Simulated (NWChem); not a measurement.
Correlation energy of oxygen (O$_{2}$)

```
O
O 1 1.2000
```
Charge 0, spin multiplicity 3.

Program: NWChem. The geometry was optimised at UB3LYP/def2-SVP, a minimum by its harmonic frequencies.

Basis set: cc-pVTZ. Each correlation energy counts from its own Hartree-Fock reference.

The correlated methods keep 2 core orbitals frozen. The unpaired electrons of the parent sit in orbitals of symmetry b2g and b3g (D2h labels of the run); other states weren't searched. The stability of the SCF solutions was not checked. Open-shell Hartree-Fock references start from PBE0 orbitals. Coupled-cluster values serve here as a point of comparison, not as the truth.

### Question
For the correlation energy, CCSD(T) on UHF gives -452.4 mHa and SCS-UMP2 gives -411.0 mHa. What do CCSD[T] on UHF, URI-MP2, CCSD on ROHF give?

### Answer
CCSD[T] on UHF: -453.4 mHa; URI-MP2: -433.1 mHa; CCSD on ROHF: -455.8 mHa.
